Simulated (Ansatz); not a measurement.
Below is the output of a Python script on Ansatz 0.2.0, Python API that makes harmonic frequencies at the relaxed geometry of C3H3NO2, SMILES N#CCOC=O. Write a script that gives it. Settings (for the species named): r2SCAN, 6-31G* basis, multiplicity 1.

```yaml
atoms:
  - { symbol: N, position_ang: [-2.7502, 1.0298, -0.9624] }
  - { symbol: C, position_ang: [-1.8100, 0.4849, -0.5526] }
  - { symbol: C, position_ang: [-0.6273, -0.2155, -0.0308] }
  - { symbol: O, position_ang: [0.5325, 0.6203, -0.1571] }
  - { symbol: C, position_ang: [1.6617, 0.0359, 0.3058] }
  - { symbol: O, position_ang: [1.7438, -1.0807, 0.7894] }
  - { symbol: H, position_ang: [-0.7865, -0.4613, 1.0257] }
  - { symbol: H, position_ang: [-0.4732, -1.1413, -0.5975] }
  - { symbol: H, position_ang: [2.5091, 0.7278, 0.1795] }
```

```console
$ python c3h3no2_freq.py
pair        before    after (A)
N0-C1        1.1614   1.1637
C1-C2        1.4702   1.4584
C2-O3        1.4351   1.4426
C2-H6        1.0963   1.0967
C2-H7        1.0964   1.0967
O3-C4        1.3531   1.3514
C4-O5        1.2196   1.2059
C4-H8        1.1013   1.1006
mode  1      45.4 1/cm     5.63 meV
mode  2     162.0 1/cm    20.08 meV
mode  3     275.0 1/cm    34.10 meV
mode  4     355.1 1/cm    44.02 meV
mode  5     366.0 1/cm    45.38 meV
mode  6     532.5 1/cm    66.03 meV
mode  7     775.5 1/cm    96.15 meV
mode  8     966.6 1/cm   119.84 meV
mode  9    1000.4 1/cm   124.04 meV
mode 10    1014.0 1/cm   125.72 meV
mode 11    1016.8 1/cm   126.06 meV
mode 12    1183.6 1/cm   146.74 meV
mode 13    1255.3 1/cm   155.64 meV
mode 14    1382.2 1/cm   171.37 meV
mode 15    1394.7 1/cm   172.92 meV
mode 16    1493.8 1/cm   185.21 meV
mode 17    1825.2 1/cm   226.29 meV
mode 18    2360.7 1/cm   292.69 meV
mode 19    3066.2 1/cm   380.16 meV
mode 20    3080.9 1/cm   381.99 meV
mode 21    3114.8 1/cm   386.18 meV
imaginary modes: 0  zero-point energy: 1.6531 eV
T (K)   F_vib (eV)   S_vib (meV/K)   C_vib (meV/K)
 200.0      1.6189        0.3642          0.3820
 300.0      1.5731        0.5522          0.5579
 400.0      1.5086        0.7366          0.7301
 500.0      1.4259        0.9163          0.8818
 600.0      1.3256        1.0886          1.0090
```

One script that gives this output:

`c3h3no2_freq.py`:
```python
'''Vibrations of C3H3NO2.'''

import itertools
import warnings

import ansatz
from ase.data import atomic_numbers, covalent_radii
import numpy as np

GEOMETRY = '''
N    -2.75020    1.02980   -0.96240
C    -1.81000    0.48490   -0.55260
C    -0.62730   -0.21550   -0.03080
O     0.53250    0.62030   -0.15710
C     1.66170    0.03590    0.30580
O     1.74380   -1.08070    0.78940
H    -0.78650   -0.46130    1.02570
H    -0.47320   -1.14130   -0.59750
H     2.50910    0.72780    0.17950
'''

warnings.simplefilter('ignore', ansatz.DeckWarning)

geometry = ansatz.Crystal.molecule()
for line in GEOMETRY.strip().splitlines():
    symbol, *xyz = line.split()
    geometry = geometry.atom(symbol, [float(v) for v in xyz])

model = geometry.calculation().basis(gaussian='6-31G*').functional('r2SCAN')
symbols = [site.symbol for site in geometry.cartesian_sites]
start = np.array([site.position_ang for site in geometry.cartesian_sites], dtype=float)
report = model.relax(force_tolerance=0.003, max_steps=100).run(threads=1, pin='off').report
end = np.array(report['positions_ang'])

# pairs closer than 1.2 times the sum of covalent radii, before or after
radius = [covalent_radii[atomic_numbers[s]] for s in symbols]
span = lambda where, i, j: np.linalg.norm(where[i] - where[j])
bonded = [(i, j) for i, j in itertools.combinations(range(len(symbols)), 2) if min(span(start, i, j), span(end, i, j)) < 1.2 * (radius[i] + radius[j])]
print('pair        before    after (A)')
for i, j in bonded:
    print(f'{symbols[i]}{i}-{symbols[j]}{j}'.ljust(10), f'{span(start, i, j):8.4f} {span(end, i, j):8.4f}')

# frequencies need a stationary point, so they are taken at the relaxed geometry
minimum = ansatz.Crystal.molecule()
for symbol, place in zip(symbols, end):
    minimum = minimum.atom(symbol, place.tolist())
vibrating = minimum.calculation()
vibrating = vibrating.basis(gaussian='6-31G*')
vibrating = vibrating.functional('r2SCAN').phonons(temperatures=(200, 600, 100))
vib = vibrating.run(threads=1, pin='off').report['vibrations']
sums = vib['harmonic_sums']
modes = [m['omega_inv_cm'] for m in sums['modes_at_gamma'] if m['rigid_motion'] == 'no']
for number, w in enumerate(modes, start=1):
    print(f'mode {number:2d} {w:9.1f} 1/cm {w / 8065.544 * 1000:8.2f} meV')
print('imaginary modes:', sum(w < 0 for w in modes), ' zero-point energy:', round(sums['zero_point_energy_ev'], 4), 'eV')
print('T (K)   F_vib (eV)   S_vib (meV/K)   C_vib (meV/K)')
for row in zip(sums['temperatures_k'], sums['vibrational_free_energy_ev'], vib['entropy_ev_per_k'], vib['heat_capacity_ev_per_k']):
    print(f'{row[0]:6.1f} {row[1]:11.4f} {1000 * row[2]:13.4f} {1000 * row[3]:15.4f}')
```

The frequencies are harmonic and unscaled, in a modest basis. The result belongs to the one conformer reached from this start, and soft torsions count as harmonic oscillators. It ran for 3.8 min on 1 thread of Arm Neoverse V2 (shared host), peak memory 0.22 GiB.

(A comment or docstring line of the script was reworded after the run, the code is as it ran; lines on the test bed's own set-up are left out of the output.)
